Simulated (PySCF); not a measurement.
Species: C$_{4}$H$_{5}$, net charge -1, singlet state. It need not be the lowest isomer of its formula. Whether it binds its extra electron was not tested at this geometry. SMILES: [CH-]1[C@@H]2C[C@H]12
Structure (B3LYP-D3(BJ)/def2-TZVP (Ansatz) minimum search):
```
C
H 1 1.0874
C 1 1.4988 2 121.96
H 3 1.0914 1 117.76 2 -1.66
H 3 1.0973 4 115.30 1 145.37
C 3 1.4988 4 117.76 5 145.37
H 6 1.0874 3 121.96 4 1.66
C 1 1.5446 2 132.49 6 74.83
H 8 1.1146 1 107.43 2 -2.53
```
Charge -1, spin multiplicity 1.

Dispersion corrections to the total energy (kcal/mol) from the dftd3 and dftd4 libraries through PySCF: D3(BJ) without and D4 with the three-body term, each with the damping fitted for the functional named.

```
functional      D3(BJ)          D4
----------  ----------  ----------
BHLYP            -4.49       -4.46
BLYP             -7.30       -9.59
HSE06            -2.01       -3.11
B2PLYP      (withheld)       -2.86
TPSSh            -3.84  (withheld)
r2SCAN           -0.89       -0.99
TPSS        (withheld)       -5.64
```

Question: Complete the blanks.

Answer: 
- B2PLYP, D3(BJ): -2.62
- TPSSh, D4: -5.09
- TPSS, D3(BJ): -4.26
